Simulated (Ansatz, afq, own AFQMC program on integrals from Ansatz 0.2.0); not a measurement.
**Where AFQMC and coupled cluster stand for BSiH$_{6}$, doublet**

```xyz
8

Si   -0.8719    0.0000    0.0000
H    -1.3668    1.3997    0.0000
H    -1.3668   -0.6999    1.2122
H    -1.3668   -0.6999   -1.2122
H     0.6127    0.0000    0.0000
B     2.1031    0.0000    0.0000
H     2.6122    0.0000    1.0770
H     2.6122    0.0000   -1.0770
```

Basis cc-pVDZ. Noble-gas cores (and the filled d shells of Ga–Kr and In–Xe) are frozen. Ansatz 0.2.0 and our own AFQMC program on the same integrals; the CISD trial comes from CCSD amplitudes, and released means the phaseless constraint is let go. ± is one standard error of the sampling.

Determinant: UHF, the one that the program's search chose, which needn't be the lowest solution. The geometry is a point of a scan.

No full CI on the walks' own integrals is used here; CCSDT(Q) serves as the reference and is uncertain by about the last step of the cluster series.

```
T1 diagnostic                               : 0.0124
weight of the determinant in the CISD state : 0.873
⟨S²⟩ of the determinant                     : 0.766
size of the correlated space                : 13 electrons in 56 orbitals
```

| level | correlation energy (eV) |
| --- | --- |
| MP2 | -5.4016 |
| CCSD | -6.7742 |
| CCSD(T) | -6.9145 |

(1) Estimate where phaseless AFQMC with the Hartree–Fock trial lies against CCSD(T) on the same integrals.

(1) 1.96 ± 0.56 kcal/mol below CCSD(T).

Reference: CCSDT(Q), correlation energy -6.950 eV. The released energy is read at 2.40 1/Eh (meV from the phaseless value at times in 1/Eh: -0.2 ± 2.4 at 0.24, -1 ± 5 at 0.51, -7.7 ± 2.4 at 0.99, -8 ± 3 at 1.62, -6 ± 3 at 2.40).

```csv
level,E − E(reference) (kcal/mol),share of correlation (%)
CCSD(T),0.83,99.48
CCSDT,0.10,99.94
ph-AFQMC/HF,-1.14 ± 0.56,100.71
ph-AFQMC/CISD,0.15 ± 0.06,99.90
released AFQMC,0.00 ± 0.07,100.00
```

A walk keeps the symmetry of its determinant, which the program's search chose and which needn't be the lowest solution, so a lower state of the same spin and another symmetry isn't excluded. Released energies are given only where the last usable release times agree within the noise; a slower fall can still hide under it.
